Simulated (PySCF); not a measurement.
# Broadened absorption spectrum of C4H10P2

C₄H₁₀P₂.
Numbering: `[CH3:1][C@@H:2]1[C@H:3]([CH3:4])[P:5]1[PH2:6]` (hydrogens: H7, H8, H9 on C1; H10 on C2; H11 on C3; H12, H13, H14 on C4; H15, H16 on P6)

Theory: TDDFT B3LYP/def2-SVPD, vertical, gas phase, core orbitals frozen in the response (PySCF 2.14.0, density-fitted response routines). One conformer (not necessarily the lowest) at the GFN2-xTB geometry, without solvent, vibrations or thermal averaging. Torsions of this conformer, `[CH3:1][C@@H:2]1[C@H:3]([CH3:4])[P:5]1[PH2:6]`: H–P6–P5–C3 -107°, H–P6–P5–C3 161°.

Broadening: Gaussians 0.4 eV wide at half height, area fixed by f = 4.319×10⁻⁹ ∫ε dν̃. The width is an assumption, not a result. The curve ends short of the highest state used, and states not computed would add to its high-energy end.

(λ (nm), ε (L mol⁻¹ cm⁻¹)): (202.6, 2088), (204.5, 2214), (206.5, 2437), (208.4, 2835), (210.4, 3595), (212.3, 4700), (214.3, 6167), (216.2, 7599), (218.2, 8796), (220.1, 9349), (222.1, 9173), (224.1, 8276), (226.0, 6967), (228.0, 5391), (229.9, 3949), (231.9, 2659), (233.8, 1717), (235.8, 1020), (237.7, 588), (239.7, 312), (241.6, 163), (243.6, 78), (245.5, 37), (247.5, 16)

Q: Where are the band maxima, and which computed states make them?

A: 221 nm (5.62 eV), ε about 9400, made up of S1 (72%) and S2 (28%) (ε in L mol⁻¹ cm⁻¹; maxima over ε = 5, shares over 10%). The states used: S1 5.61 eV (f 0.100); S2 5.63 eV (f 0.039); S3 5.92 eV (f 0.0010); S4 6.06 eV (f 0.025); S5 6.21 eV (f 0.0023); S6 6.54 eV (f 0.064); S7 6.69 eV (f 0.108); S8 6.72 eV (f 0.0010).

Q: Coming from long wavelengths, where does ε first pass 100 L mol⁻¹ cm⁻¹?

A: At about 243 nm (5.10 eV), 0.51 eV below S1.

Q: What would ε be at 5.62 eV, the highest of these maxima, with half the width (0.2 eV)?

A: About 18500 L mol⁻¹ cm⁻¹ against 9380, a factor of about 1.97; a lone state at its own centre would give exactly 2.

Q: On this curve, what absorbance would a 10⁻⁵ mol/L sample give at 222 nm over a 1 cm path?

A: 222 nm is 5.585 eV, where ε is about 9200 L mol⁻¹ cm⁻¹, so A = ε c l ≈ 0.092 (Beer–Lambert, with the gas-phase spectrum and the assumed width).
